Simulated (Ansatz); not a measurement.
A calculation on bcc V returned lattice constant a 3.021 Å, bulk modulus 172 GPa.

For reference: lattice constant a 3.021 Å (measured, static lattice: zero-point anharmonic expansion removed; as tabulated in Mejia-Rodriguez and Trickey (2018), arXiv:1807.09216); bulk modulus 161 GPa (measured, corrected for temperature and zero-point phonon effects, our sources range from 159 to 166; as tabulated in Levämäki et al. (2014), arXiv:1402.3671).

### Question
Which level of theory produced these numbers?
A. Hartree–Fock (Ansatz, a program for electronic structure)
B. RPBE (Ansatz)
C. LDA (Ansatz)
D. r²SCAN (Ansatz)

### Answer
B, RPBE (Ansatz)

The others give: LDA 2.926 Å, 209 GPa; r²SCAN 2.982 Å, 194 GPa; Hartree–Fock 3.005 Å, 260 GPa.

Unless a cell is named, each level is at its own relaxed cell (Hartree–Fock 13.56, LDA 12.53, r²SCAN 13.27, RPBE 13.78 Å³/atom).

The crystal itself was run without spin with LDA, r²SCAN, Hartree–Fock, RPBE; a magnetic state was not tried in these runs.

Ansatz's density-functional and Hartree–Fock values are scalar-relativistic unless marked +SOC, with PAW data made under PBE.
